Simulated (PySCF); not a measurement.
**TDDFT beside published excitation energies**

Published values to compare with (the computed states carry no symmetry labels, so the two lists aren't matched line by line):

```tsv
state	E (eV)	f	kind of transition	source
3B2u(π→π*)	3.11		vertical absorption	[1]
3B3u(π→π*)	4.18		vertical absorption	[1]
1B3u(π→π*)	4.27	0.000	vertical absorption	[2]
1B3u(π→π*)	4.27		vertical absorption	[1]
3B1g(π→π*)	4.47		vertical absorption	[1]
3B2u(π→π*)	4.64		vertical absorption	[1]
1B2u(π→π*)	4.90	0.067	vertical absorption	[2]
1B2u(π→π*)	5.03		vertical absorption	[1]
3B3u(π→π*)	5.11		vertical absorption	[1]
3Ag(π→π*)	5.52		vertical absorption	[1]
1Au(π→3s)	5.65		vertical absorption	[2]
1B1g(π→π*)	5.84		vertical absorption	[2]
1Ag(π→π*)	5.98		vertical absorption	[1]
1B3g(π→3p)	6.07		vertical absorption	[2]
1B1g(π→π*)	6.07		vertical absorption	[1]
1B2g(π→3p)	6.09		vertical absorption	[2]
1B1u(π→3s)	6.33		vertical absorption	[2]
1B3u(π→π*)	6.33		vertical absorption	[1]
1B2u(π→π*)	6.42		vertical absorption	[2]
3Ag(π→π*)	6.47		vertical absorption	[1]
1B1g(π→π*)	6.48		vertical absorption	[2]
3B1g(π→π*)	6.48		vertical absorption	[1]
1B2u(π→π*)	6.57		vertical absorption	[1]
3B1g(π→π*)	6.76		vertical absorption	[1]
1B1g(π→π*)	6.79		vertical absorption	[1]
3Ag(π→π*)	6.79		vertical absorption	[1]
1Ag(π→π*)	6.87		vertical absorption	[2]
1Ag(π→π*)	6.90		vertical absorption	[1]
```

[1] computed, CC3/TZVP, gas; arXiv:2401.06101 (2024), CC3 reference column of Thiel's set
[2] computed, theoretical best estimate (aug-cc-pVTZ, frozen core, CC3 geometry), gas; Veril, Scemama, Caffarel, Lipparini, Boggio-Pasqua, Jacquemin, Loos, WIREs Comput. Mol. Sci. 2021, 11, e1517 (QUESTDB)

Naphthalene, C10H8.
SMILES: `c1ccc2ccccc2c1`

Method used: PySCF, TDDFT wB97X-D/def2-SVPD, vertical, gas phase, core orbitals frozen in the response. Geometry: PBE0-D3(BJ)/def2-SVP; no solvent, vibrations or thermal averaging.

Computed singlets: 4.61 eV (f 0.000); 4.67 eV (f 0.072); 6.12 eV (f 1.360); 6.25 eV (f 0.000); 6.38 eV (f 0.255); 6.47 eV (f 0.000); 6.59 eV (f 0.000); 6.74 eV (f 0.000); 7.00 eV (f 0.000); 7.21 eV (f 0.000). Computed triplets (Tamm–Dancoff): 3.13, 4.19, 4.45, 4.47 eV.

Q: How does the lowest computed singlet compare with the best estimate listed for the lowest singlet (vertical absorption)?

A: 4.61 eV against 4.27 eV for 1B3u(π→π*) [2]: a difference of +0.34 eV. Geometry and basis of the two calculations needn't be the same.

Q: How does the lowest computed triplet compare with the best estimate listed for the lowest triplet (vertical absorption)?

A: 3.13 eV against 3.11 eV for 3B2u(π→π*) [1]: a difference of +0.02 eV. Geometry and basis of the two calculations needn't be the same.

The vertical ionisation energy (ΔSCF) is 8.08 eV, 0.87 eV above S10.

Hardware: one thread, Arm Neoverse V2, no GPU, on a shared host. Cost: 3.4 min.
